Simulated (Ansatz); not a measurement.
Ansatz (a program for electronic structure) input (MP2/aug-cc-pV(D+d)Z): A basis named .json is the Basis Set Exchange file of that set (core-valence sets with the plain set on hydrogen).

Ansatz 0.2 input:
```yaml
crystal:
  periodic: [false, false, false]
  atoms:
    - {symbol: O, position_ang: [0.02204159, 1.10436371, -0.00118827]}
    - {symbol: H, position_ang: [-0.92327012, 1.31460394, 0.01604549]}
    - {symbol: Cl, position_ang: [0.04393750, -0.59703021, -0.00038467]}
basis:
  gaussian:
    orbitals: aug-cc-pV_D+d_Z.json
magnetization: {spin_polarized: false}
correlation: {method: mp2, electrons: outside_noble_gas}
output: {forces: true}
```

Output:

```
Functional definition: HF
integrals: 0.02 GiB planned
602 factors; integrals over basis functions are off by at most 8.5e-4 eV
mean field: 0.12 GiB planned
mean field evaluation 1: about -14554.1648 eV, gradient 2.2e1 eV
mean field evaluation 2: about -14554.1653 eV, gradient 2.2e1 eV
mean field evaluation 4: about -14555.0704 eV, gradient 2.7e0 eV
mean field evaluation 8: about -14555.0877 eV, gradient 8.6e-5 eV
mean field -14555.08773919 eV, -534.8896086224 hartree, gradient 1.6e-6 eV, S^2 0.000000; 0 other end points of the search recorded, 0 dependent functions left out
6 core orbitals not correlated
reference -14555.08773919 eV, -534.8896086224 hartree; 7, 7 occupied and 51, 51 virtual orbitals, 602 factors
densities: 0.08 GiB planned
second order -9.80960659 eV of doubles, -0.00000000 eV of singles
the calculation of the forces begins
Total energy: -14564.89734578 eV, -535.2501050155 hartree
Atom 0 at     0.022042     1.104364    -0.001188 Å, force     0.258002     0.404117    -0.005031 eV/Å
Atom 1 at    -0.923270     1.314604     0.016045 Å, force    -0.245969     0.023149     0.004507 eV/Å
Atom 2 at     0.043937    -0.597030    -0.000385 Å, force    -0.012034    -0.427266     0.000524 eV/Å
Dipole moment:    -0.314024     0.050981     0.005738 e Å
```
